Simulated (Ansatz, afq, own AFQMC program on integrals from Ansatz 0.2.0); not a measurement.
## AlBH, quartet: AFQMC among the cluster methods

```yaml
atoms:
  - { symbol: B, position_ang: [0.0000, 0.0000, 5.0083] }
  - { symbol: Al, position_ang: [0.0000, 0.0000, -1.7157] }
  - { symbol: H, position_ang: [0.0000, 0.0000, -3.2927] }
```

Connectivity, by distances: B ··· AlH.

Basis 6-31G. Only valence electrons are correlated. AFQMC by an in-house program on the Cholesky factors that Ansatz 0.2.0 writes for its CCSD(T) run. ph-AFQMC/CISD is guided by a CISD state made of CCSD amplitudes; releasing the constraint for a short imaginary time cuts its bias at the price of noise, slowly where states lie close. ± is one standard error of the sampling.

Determinant: ROHF, the one that the program's search chose, which needn't be the lowest solution. The geometry is a point of a scan.

Full CI on the same integrals is exact in this basis and with this determinant's frozen core.

Cautions: lower spins were not checked.

- T1 diagnostic: 0.0198
- weight of the determinant in the CISD state: 0.910
- size of the correlated space: 7 electrons in 18 orbitals

```csv
level,correlation energy (eV)
MP2,-1.1073
CCSD,-1.9099
CCSD(T),-1.9279
```

(1) Estimate where full CI lies against CCSD(T) on the same integrals.

(1) 1.0 kJ/mol below CCSD(T).

Reference: full CI, correlation energy -1.938 eV. The released energy is read at 2.40 1/Eh (meV from the phaseless value at times in 1/Eh: 1.2 ± 1.0 at 0.24, -0.5 ± 0.9 at 0.51, -0.8 ± 0.8 at 0.99, -2.2 ± 0.5 at 1.62, -2.3 ± 0.6 at 2.40).

```
         level  E − E(reference) (kJ/mol)  share of correlation (%)
       CCSD(T)                        1.0                     99.49
         CCSDT                        0.0                    100.00
      CCSDT(Q)                        0.0                    100.00
        CCSDTQ                        0.0                    100.00
   ph-AFQMC/HF                 11.6 ± 1.6                     93.81
 ph-AFQMC/CISD                  0.5 ± 0.2                     99.71
released AFQMC                 0.3 ± 0.06                     99.83
```

CCSDT and higher add their correlation energy to the determinant of the CCSD(T) run, since their own runs factorise the integrals more tightly (a shift of under 2 meV). A walk keeps the symmetry of its determinant, which the program's search chose and which needn't be the lowest solution, so a lower state of the same spin and another symmetry isn't excluded. Released energies are given only where the last usable release times agree within the noise; a slower fall can still hide under it.
